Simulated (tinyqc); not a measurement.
Inside a calculation. Method: RHF in the sto-3g basis, for H2F+, spin multiplicity 1. One step of it, computed by the program tinyqc.

Problem. Iteration 1: building the Fock matrix. J_ij = sum D_kl (ij|kl), K_ij = sum D_kl (ik|jl); F = H + J - 0.5 K; E = tr D H + tr D J / 2 - 0.25 tr D K + E_nn.

D at the start, lower triangle:
```
,1F 1s,1F 2s,1F 2px,1F 2py,1F 2pz,2H 1s,3H 1s
1F 1s,0.014397
1F 2s,-0.091408,0.704653
1F 2px,0.000000,0.000000,2.000000
1F 2py,0.000000,0.000000,0.000000,2.556336
1F 2pz,0.113034,-0.359912,0.000000,0.000000,1.917353
2H 1s,0.076369,-0.807157,0.000000,-0.946114,-0.328122,2.849770
3H 1s,0.076369,-0.807157,0.000000,0.946114,-0.328122,-0.368184,2.849770
```

core Hamiltonian H = T + V (hartree), lower triangle:
```
,1F 1s,1F 2s,1F 2px,1F 2py,1F 2pz,2H 1s,3H 1s
1F 1s,-41.139802
1F 2s,-9.654977,-11.611192
1F 2px,0.000000,0.000000,-9.236092
1F 2py,0.000000,0.000000,0.000000,-9.399068
1F 2pz,-0.013850,-0.166987,0.000000,0.000000,-9.288411
2H 1s,-1.872379,-4.056790,0.000000,-2.284777,-1.342020,-5.614759
3H 1s,-1.872379,-4.056790,0.000000,2.284777,-1.342020,-1.499586,-5.614759
```

Two-electron integrals (ij|kl) in chemists' order, unique and non-zero (hartree):
```
i,j,k,l,(ij|kl)
1,1,1,1,5.403501
2,1,1,1,0.841920
2,1,2,1,0.156299
2,2,1,1,1.268028
2,2,2,1,0.292344
2,2,2,2,0.926167
3,1,3,1,0.027998
3,2,3,1,0.043169
3,2,3,2,0.204588
3,3,1,1,1.264502
3,3,2,1,0.292403
3,3,2,2,0.925959
3,3,3,3,0.997514
4,1,4,1,0.027998
4,2,4,1,0.043169
4,2,4,2,0.204588
4,3,4,3,0.053770
4,4,1,1,1.264502
4,4,2,1,0.292403
4,4,2,2,0.925959
4,4,3,3,0.889973
4,4,4,4,0.997514
5,1,5,1,0.027998
5,2,5,1,0.043169
5,2,5,2,0.204588
5,3,5,3,0.053770
5,4,5,4,0.053770
5,5,1,1,1.264502
5,5,2,1,0.292403
5,5,2,2,0.925959
5,5,3,3,0.889973
5,5,4,4,0.889973
5,5,5,5,0.997514
6,1,1,1,0.164681
6,1,2,1,0.030298
6,1,2,2,0.056258
6,1,3,3,0.056174
6,1,4,1,0.001079
6,1,4,2,0.002015
6,1,4,4,0.056371
6,1,5,1,0.000611
6,1,5,2,0.001142
6,1,5,4,0.000111
6,1,5,5,0.056237
6,1,6,1,0.005934
6,2,1,1,0.399472
6,2,2,1,0.093260
6,2,2,2,0.327612
6,2,3,3,0.322943
6,2,4,1,0.005505
6,2,4,2,0.042220
6,2,4,4,0.333309
6,2,5,1,0.003119
6,2,5,2,0.023921
6,2,5,4,0.005873
6,2,5,5,0.326271
6,2,6,1,0.018318
6,2,6,2,0.140288
6,3,3,1,0.009973
6,3,3,2,0.058295
6,3,4,3,0.008980
6,3,5,3,0.005088
6,3,6,3,0.021244
6,4,1,1,0.229830
6,4,2,1,0.054367
6,4,2,2,0.204511
6,4,3,3,0.195645
6,4,4,1,0.012792
6,4,4,2,0.083456
6,4,4,4,0.219970
6,4,5,1,0.001597
6,4,5,2,0.014256
6,4,5,4,0.008695
6,4,5,5,0.197689
6,4,6,1,0.011147
6,4,6,2,0.107326
6,4,6,4,0.102757
6,5,1,1,0.130218
6,5,2,1,0.030803
6,5,2,2,0.115873
6,5,3,3,0.110850
6,5,4,1,0.001597
6,5,4,2,0.014256
6,5,4,4,0.114457
6,5,5,1,0.010878
6,5,5,2,0.066373
6,5,5,4,0.011023
6,5,5,5,0.122183
6,5,6,1,0.006316
6,5,6,2,0.060810
6,5,6,4,0.046184
6,5,6,5,0.047411
6,6,1,1,0.535893
6,6,2,1,0.127169
6,6,2,2,0.513817
6,6,3,3,0.495835
6,6,4,1,0.009865
6,6,4,2,0.105150
6,6,4,4,0.536212
6,6,5,1,0.005589
6,6,5,2,0.059577
6,6,5,4,0.022877
6,6,5,5,0.508797
6,6,6,1,0.025163
6,6,6,2,0.276050
6,6,6,4,0.245293
6,6,6,5,0.138980
6,6,6,6,0.774606
7,1,1,1,0.164681
7,1,2,1,0.030298
7,1,2,2,0.056258
7,1,3,3,0.056174
7,1,4,1,-0.001079
7,1,4,2,-0.002015
7,1,4,4,0.056371
7,1,5,1,0.000611
7,1,5,2,0.001142
7,1,5,4,-0.000111
7,1,5,5,0.056237
7,1,6,1,0.005847
7,1,6,2,0.017763
7,1,6,4,0.009896
7,1,6,5,0.006129
7,1,6,6,0.024136
7,1,7,1,0.005934
7,2,1,1,0.399472
7,2,2,1,0.093260
7,2,2,2,0.327612
7,2,3,3,0.322943
7,2,4,1,-0.005505
7,2,4,2,-0.042220
7,2,4,4,0.333309
7,2,5,1,0.003119
7,2,5,2,0.023921
7,2,5,4,-0.005873
7,2,5,5,0.326271
7,2,6,1,0.017763
7,2,6,2,0.114155
7,2,6,4,0.059949
7,2,6,5,0.047942
7,2,6,6,0.183538
7,2,7,1,0.018318
7,2,7,2,0.140288
7,3,3,1,0.009973
7,3,3,2,0.058295
7,3,4,3,-0.008980
7,3,5,3,0.005088
7,3,6,3,0.016703
7,3,7,3,0.021244
7,4,1,1,-0.229830
7,4,2,1,-0.054367
7,4,2,2,-0.204511
7,4,3,3,-0.195645
7,4,4,1,0.012792
7,4,4,2,0.083456
7,4,4,4,-0.219970
7,4,5,1,-0.001597
7,4,5,2,-0.014256
7,4,5,4,0.008695
7,4,5,5,-0.197689
7,4,6,1,-0.009896
7,4,6,2,-0.059949
7,4,6,4,-0.015154
7,4,6,5,-0.024633
7,4,6,6,-0.085799
7,4,7,1,-0.011147
7,4,7,2,-0.107326
7,4,7,4,0.102757
7,5,1,1,0.130218
7,5,2,1,0.030803
7,5,2,2,0.115873
7,5,3,3,0.110850
7,5,4,1,-0.001597
7,5,4,2,-0.014256
7,5,4,4,0.114457
7,5,5,1,0.010878
7,5,5,2,0.066373
7,5,5,4,-0.011023
7,5,5,5,0.122183
7,5,6,1,0.006129
7,5,6,2,0.047942
7,5,6,4,0.024633
7,5,6,5,0.036585
7,5,6,6,0.085210
7,5,7,1,0.006316
7,5,7,2,0.060810
7,5,7,4,-0.046184
7,5,7,5,0.047411
7,6,1,1,0.137897
7,6,2,1,0.032479
7,6,2,2,0.123713
7,6,3,3,0.121644
7,6,4,4,0.124285
7,6,5,1,0.001766
7,6,5,2,0.016121
7,6,5,5,0.125081
7,6,6,1,0.006302
7,6,6,2,0.051854
7,6,6,4,0.034550
7,6,6,5,0.025634
7,6,6,6,0.105655
7,6,7,1,0.006302
7,6,7,2,0.051854
7,6,7,4,-0.034550
7,6,7,5,0.025634
7,6,7,6,0.023229
7,7,1,1,0.535893
7,7,2,1,0.127169
7,7,2,2,0.513817
7,7,3,3,0.495835
7,7,4,1,-0.009865
7,7,4,2,-0.105150
7,7,4,4,0.536212
7,7,5,1,0.005589
7,7,5,2,0.059577
7,7,5,4,-0.022877
7,7,5,5,0.508797
7,7,6,1,0.024136
7,7,6,2,0.183538
7,7,6,4,0.085799
7,7,6,5,0.085210
7,7,6,6,0.316550
7,7,7,1,0.025163
7,7,7,2,0.276050
7,7,7,4,-0.245293
7,7,7,5,0.138980
7,7,7,6,0.105655
7,7,7,7,0.774606
```

nuclear repulsion = 10.35351325 hartree

Give: Coulomb J; exchange K; Fock matrix F; total energy of this density.

Solution.

Coulomb J (hartree), lower triangle:
```
,1F 1s,1F 2s,1F 2px,1F 2py,1F 2pz,2H 1s,3H 1s
1F 1s,9.6761
1F 2s,2.2453,7.4826
1F 2px,0.0000,0.0000,7.4188
1F 2py,0.0000,0.0000,0.0000,7.5766
1F 2pz,-0.0244,-0.0278,0.0000,0.0000,7.4479
2H 1s,0.4315,2.8050,0.0000,1.8419,1.0384,5.1666
3H 1s,0.4315,2.8050,0.0000,-1.8419,1.0384,1.1280,5.1666
```

exchange K (hartree), lower triangle:
```
,1F 1s,1F 2s,1F 2px,1F 2py,1F 2pz,2H 1s,3H 1s
1F 1s,0.1924
1F 2s,0.2660,1.4210
1F 2px,0.0000,0.0000,2.2552
1F 2py,0.0000,0.0000,0.0000,2.3847
1F 2pz,-0.0221,-0.5739,0.0000,0.0000,2.1245
2H 1s,0.0607,0.5661,0.0000,0.6047,0.1528,1.6138
3H 1s,0.0607,0.5661,0.0000,-0.6047,0.1528,0.2349,1.6138
```

Fock matrix F (hartree), lower triangle:
```
,1F 1s,1F 2s,1F 2px,1F 2py,1F 2pz,2H 1s,3H 1s
1F 1s,-31.5599
1F 2s,-7.5426,-4.8390
1F 2px,0.0000,0.0000,-2.9449
1F 2py,0.0000,0.0000,0.0000,-3.0148
1F 2pz,-0.0272,0.0922,0.0000,0.0000,-2.9028
2H 1s,-1.4712,-1.5349,0.0000,-0.7452,-0.3800,-1.2551
3H 1s,-1.4712,-1.5349,0.0000,0.7452,-0.3800,-0.4890,-1.2551
```

total energy of this density = -37.572600 hartree
